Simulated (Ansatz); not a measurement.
in.yaml

```yaml
crystal:
  periodic: [false, false, false]
  atoms:
    - {symbol: Ge, position_ang: [0.338543, -0.125949, 2.247802]}
    - {symbol: S, position_ang: [0.114209, -0.377437, -3.773775]}
    - {symbol: H, position_ang: [-0.542218, 1.046948, 2.749146]}
    - {symbol: H, position_ang: [-0.234868, -1.482015, 2.717711]}
    - {symbol: H, position_ang: [0.324333, 0.938455, -3.940884]}
basis:
  gaussian: {orbitals: cc-pVDZ}
magnetization: {spin_polarized: true, initial_magnetization: 1}
hamiltonian: {xc: {name: PBE}}
correlation: {method: rpa, electrons: outside_noble_gas}
```

```sh
$ ansatz run in.yaml --threads 1 --pin off --events-out ev --progress --plain --max-ram 2393MiB
```

Log:

```
651 factors; integrals over basis functions are off by at most 1.0e-3 eV
mean field evaluation 1: about -67376.8609 eV, gradient 2.2e1 eV
mean field evaluation 2: about -67376.8568 eV, gradient 2.2e1 eV
mean field evaluation 4: about -67370.1572 eV, gradient 2.6e1 eV
mean field evaluation 8: about -67384.7306 eV, gradient 1.1e0 eV
mean field evaluation 16: about -67384.7537 eV, gradient 4.9e-2 eV
mean field evaluation 32: about -67384.7580 eV, gradient 9.1e-7 eV
mean field evaluation 64: about -67384.7069 eV, gradient 2.3e0 eV
mean field evaluation 96: about -67383.8985 eV, gradient 1.9e0 eV
mean field evaluation 128: about -67384.7452 eV, gradient 2.0e-1 eV
mean field evaluation 160: about -67304.7133 eV, gradient 3.7e1 eV
mean field -67384.75800173 eV, -2476.3441815342 hartree, gradient 3.0e-8 eV, S^2 0.754818; 8 other end points of the search recorded, 0 dependent functions left out
19 core orbitals not correlated: weight in the atoms' cores, before any rotation towards them, 0.998 or more for the frozen orbitals, at most 0.001 for the correlated occupied ones
reference -67334.25001932 eV, -2474.4880474160 hartree; 7, 6 occupied and 34, 35 virtual orbitals, 651 factors
Total energy: -67345.37794547 eV, -2474.8969911594 hartree
```

Ran on 1 thread of Arm Neoverse V1, shared host: 19 s wall, 0.28 GiB peak host memory.
